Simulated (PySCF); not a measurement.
## Polarisability as a sum over states

Species: formic anhydride, C2H2O3.
SMILES: `O=COC=O`

Method used: TDDFT PBE0/def2-SVPD, vertical, gas phase, core orbitals frozen in the response in PySCF 2.14.0, density-fitted response routines. One conformer (not necessarily the lowest) at the GFN2-xTB geometry, without solvent, vibrations or thermal averaging. Torsions of this conformer, `[O:1]=[CH:2][O:3][CH:4]=[O:5]`: O1–C2–O3–C4 0°, C2–O3–C4–O5 0°.

Computed singlets:

```json
{"state": "S1", "E (eV)": "4.71", "f": "0.0023"}
{"state": "S2", "E (eV)": "5.74", "f": "0.0000"}
{"state": "S3", "E (eV)": "7.00", "f": "0.0000"}
{"state": "S4", "E (eV)": "7.58", "f": "0.136"}
{"state": "S5", "E (eV)": "7.96", "f": "0.0064"}
{"state": "S6", "E (eV)": "8.01", "f": "0.0007"}
{"state": "S7", "E (eV)": "8.47", "f": "0.0000"}
{"state": "S8", "E (eV)": "8.60", "f": "0.068"}
```

Problem. How much of the mean static polarisability do these states give, one by one?

Solution. Each state adds f / ΔE² (ΔE in hartree, 27.2114 eV).

| state | f/ΔE² (au) | running sum (au) | running share of α (%) |
| --- | --- | --- | --- |
| S1 | 0.08 | 0.08 | 0.2 |
| S2 | 0.00 | 0.08 | 0.2 |
| S3 | 0.00 | 0.08 | 0.2 |
| S4 | 1.75 | 1.83 | 5.3 |
| S5 | 0.07 | 1.90 | 5.5 |
| S6 | 0.01 | 1.91 | 5.5 |
| S7 | 0.00 | 1.91 | 5.5 |
| S8 | 0.68 | 2.59 | 7.5 |

The full response gives 34.44 au (5.10 Å³), so 31.8 au comes from the higher roots of the same equations.

Problem. By how much does the contribution of these states grow at 589.3 nm?

Solution. With ω = 0.0773 hartree each state's term in the mean polarisability goes from f / ΔE² to f / (ΔE² − ω²); the sum over all 8 states goes from 2.59 to 2.81 au, a rise of 0.21 au.

The largest single term belongs to S4, which also has the largest f.

A one-level model with all 28 active electrons at a single energy would need ΔE = √(N/α) = 24.5 eV to give this α, against S1 at 4.71 eV.
